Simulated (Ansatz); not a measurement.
This Ansatz (a program for electronic structure) input (wB97M-V/def2-TZVPP) gives -920.34856 Eh with 84 basis functions. A basis named .json is the Basis Set Exchange file of that set (core-valence sets with the plain set on hydrogen).

Ansatz 0.2 input:
```yaml
crystal:
  periodic: [false, false, false]
  atoms:
    - {symbol: Cl, position_ang: [-0.00000000, -0.00000000, -1.00677069]}
    - {symbol: Cl, position_ang: [0.00000000, 0.00000000, 1.00677069]}
basis:
  gaussian:
    orbitals: def2-TZVPP
    final_grid: {core_spheres: 4, valence_spheres: 3, degree: 11}
hamiltonian:
  xc: {name: wB97M-V}
magnetization: {spin_polarized: false}
```

Change:
```diff
- final_grid: {core_spheres: 4, valence_spheres: 3, degree: 11}
+ fitting: {mean_field: def2-SV_P_-JKFIT.json}
```

What does the run give now?

-920.34648 Eh (wB97M-V/def2-TZVPP, 84 functions), a change of +2.08 mEh.
